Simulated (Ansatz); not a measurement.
# MgF+ (quintet): the correlation ladder, def2-QZVPP

An exercise on one series of results from a longer session: the logs are not shown, and one member is left open.

Computed with Ansatz 0.2.0, Gaussian basis. Level: def2-QZVPP, core rule «outside noble gas», up to 6 orbitals frozen.

Plan: UHF; ROHF; CCSD(T) on UHF.

2 further runs of the same task are left out: 2 set aside as unsound or not needed.

**The geometry**

The geometry is a PBE0/def2-TZVP stationary point (not a proven minimum) of the parent state, kept for this charge and spin.

2 atoms, charge 1, spin multiplicity 5.

Atoms are counted from 1 here; the program's logs count them from 0.

No contacts short enough for the rule that draws bonds.

Set-up of the first run:

The input, in.yaml:

```yaml
crystal:
  periodic: [false, false, false]
  atoms:
    - {symbol: F, position_ang: [0.000000, 0.000000, 0.000000]}
    - {symbol: Mg, position_ang: [0.000000, 0.000000, 2.549800]}
basis:
  gaussian: {orbitals: "def2-QZVPP.json"}
total_charge: 1
magnetization: {spin_polarized: true, initial_magnetization: 4}
hamiltonian: {xc: hf}
output: {orbitals: {seedname: orbitals}}
```

Command:

```console
$ ansatz run in.yaml --threads 1 --pin off --events-out ev --progress --plain --max-ram 2393MiB
```

Among the steps run: UHF; ROHF; CCSD(T) on UHF.

One of the session's tables, all rows but one given; the rest of the session is left out.

It belongs to the step «Misses and costs». 

```
  method  from UCCSD(T) (kJ/mol)
    ROHF                  +497.0
     UHF                  +478.9
    UMP2                   +51.4
   UCCSD                       ?
UCCSD(T)                       0
```

Estimate the missing values for UCCSD.

As computed: from UCCSD(T) (kJ/mol): +7.3. In the column «from UCCSD(T) (kJ/mol)» it lies between UCCSD(T) (0) and UMP2 (+51.4).
